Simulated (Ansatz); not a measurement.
Ideal-gas functions of `N[SiH2]` radical at 800 K and 1 bar, from an Ansatz frequency run at PBE0-D4/def2-TZVP.

Molar mass 46.13 g/mol, point group Cs (symmetry number 1), electronic degeneracy 2, moments of inertia 5.45, 36.561, 39.958 u Å². Harmonic wavenumbers (cm⁻¹, unscaled): 236, 426, 633, 747, 841, 896, 900, 1582, 2158, 2191, 3597, 3692.

Use S(trans) = R[1.5 ln M + 2.5 ln T − 1.1517]; rotational temperatures θ = 24.2544 K / I; S(rot) = R[ln(√π/σ · √(T³/θAθBθC)) + 1.5]; for each mode x = 1.438777 ν̃/T, S = R[x/(eˣ − 1) − ln(1 − e⁻ˣ)] and H = RT x/(eˣ − 1); 1 cm⁻¹ = 0.0119627 kJ/mol; R = 8.31446 J/(mol·K).

**Question.** By hand: the entropy, in J/(mol·K).

**Answer.** Translation 177.2. Rotation: θ = 4.4503, 0.6634, 0.607 K, giving 98.2. Vibration, mode by mode: 15.50, 10.73, 7.67, 6.46, 5.62, 5.19, 5.16, 1.96, 0.85, 0.81, 0.10, 0.08, in all 60.1. Electronic 5.8. Sum 341.3 J/(mol·K).

**Question.** By hand: H − E and G − E in kJ/mol, counted from the electronic energy.

**Answer.** Zero-point energy ½ × 17899 × 0.0119627 = 107.1; thermal vibration 27.0; translation, rotation and pV give 4 RT = 26.6. H − E = 160.7 kJ/mol, and G − E = 160.7 − 800 × 341.3/1000 = -112.3 kJ/mol.

Vibration gives 18 % of the entropy.
